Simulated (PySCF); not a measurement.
System: F₄Si, singlet: flattening of a tetrahedron along the D2d path, bond length relaxed. Scanned: the two opposite F-Si-F angles (109.47 = tetrahedral, 180 = square planar). Other coordinates (Si-F bond length) were minimised at PBE0/def2-TZVP.

Methods: PBE/def2-TZVP, density fitting (PySCF); CAM-B3LYP/def2-TZVP, density fitting (PySCF); wB97X-V/def2-TZVP, density fitting (PySCF).

Energies relative to the lowest point of each profile, in kcal/mol; the last columns give the difference from wB97X-V:

```
a / °    PBE  CAM-B3LYP  wB97X-V  PBE − wB97X-V  CAM-B3LYP − wB97X-V
------  ----  ---------  -------  -------------  -------------------
90      18.4       19.6     19.5           -1.2                  0.0
95       9.4       10.0     10.0           -0.6                  0.0
100      3.8        4.0      4.0           -0.2                  0.0
105      0.8        0.8      0.8            0.0                  0.0
109.47   0.0        0.0      0.0            0.0                  0.0
115      1.1        1.1      1.1           -0.1                  0.0
120      3.7        3.9      3.9           -0.2                  0.0
130     12.5       13.3     13.3           -0.8                  0.0
140     24.3       26.0     25.9           -1.6                  0.1
150     36.9       39.6     39.5           -2.5                  0.1
160     48.3       51.9     51.7           -3.4                  0.2
170     56.2       60.5     60.2           -4.0                  0.3
180     59.0       63.6     63.3           -4.3                  0.3
```

PBE is furthest from wB97X-V at 180 (-4.3 kcal/mol, below); its mean absolute difference over the points is 1.5 kcal/mol.

CAM-B3LYP is furthest from wB97X-V at 180 (0.3 kcal/mol, above); its mean absolute difference over the points is 0.1 kcal/mol.
